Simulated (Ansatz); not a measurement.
## Worked example: correlation energy of HCN, singlet

Geometry: a point of a breathe scan, not a stationary point.

```
atom   x (Å)   y (Å)    z (Å)
   N  0.0000  0.0000   1.2443
   C  0.0000  0.0000  -0.0285
   H  0.0000  0.0000  -1.2158
```

Basis 6-31G; Ansatz 0.2.0. Only valence electrons are correlated (noble-gas cores frozen), which leaves 10 electrons in 18 orbitals. Prefix R: restricted or restricted open-shell reference.

Full CI is exact within this basis and frozen core; it isn't the basis-set limit.

Runs differ by some tens of microhartree through their thresholds, so steps under 0.03 kcal/mol mean nothing.

| level | total energy (hartree) |
| --- | --- |
| RHF | -92.783565 |
| RMP2 | -93.028008 |
| RCCSD* | -93.022276 |
| RCCSD(T)* | -93.032106 |
| RCCSDT | -93.031861 |
| RCCSDT(Q) | -93.034334 |
| RCCSDTQ | -93.033887 |
| full CI | -93.034212 |

What is the correlation energy at full CI, and what share of it do RMP2 and RCCSD recover?

E(corr) = -93.034212 − (-92.783565) = -0.250647 hartree = -6.820 eV. RMP2: -0.244443 / -0.250647 = 97.52 %. RCCSD: -0.238711 / -0.250647 = 95.24 %.

By how many kcal/mol does RCCSD(T) miss full CI (1 hartree = 627.509 kcal/mol), and which steps make up the rest?

-93.032106 − (-93.034212) = 0.002106 hartree = 1.32 kcal/mol. Steps: RCCSDT − RCCSD(T) = 0.15, RCCSDT(Q) − RCCSDT = -1.55, RCCSDTQ − RCCSDT(Q) = 0.28, full CI − RCCSDTQ = -0.20 kcal/mol. Differences between like states or geometries often cancel part of this.

An asterisk marks runs whose energy the program itself flagged as in doubt.
